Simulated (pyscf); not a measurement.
H₂N–W(F)(F)(F)(F)–F + H• → [HN–W(F)(F)(F)(F)–F]• + H₂, a hydrogen abstraction (doublet surface; H–N broken, H–H formed). Optimised with ωB97X-D3(BJ)/def2-SVP in PySCF. Energies in kcal/mol from the separated reactants.

Small-basis levels: PySCF, no dispersion term, spherical d functions. AM1 to PM7: differences of heats of formation from MOPAC, which are fitted to 298 K values and so differ in kind from electronic energies by zero-point and thermal terms. Open shells are spin-unrestricted. 

```tsv
level	barrier	reaction energy
BP86/6-31G*+LANL2DZ	9.3	+7.3
PBE/6-31G*+LANL2DZ	12.5	+11.9
M06-2X/6-31G*+LANL2DZ	21.2	+15.6
B3LYP/6-311+G**+LANL2DZ	13.7	+9.7
PBE/def2-SVP	13.0	+13.9
PM6	-15.3	-31.8
PM7	-10.1	-21.9
ωB97M-D3(BJ)/def2-TZVP	19.3	+13.0
```

Against the last row the barrier runs from -34.5 (PM6) to +1.9 kcal/mol (M06-2X/6-31G*+LANL2DZ). At PBE/def2-SVP, PM6, PM7 this geometry lies under one side, so the entry may be no barrier of that level: it is a single point on another level's saddle. ωB97M-D3(BJ)/def2-TZVP has limits of its own. This is the saddle that the search found; another between the same sides may lie lower. The angle at the transferred H is 170°. Open-shell species with a d-block atom are single-reference here; other states, and whether the spin sits on metal or ligand, were not checked. In the def2 sets elements past Kr carry core potentials, without spin-orbit coupling.
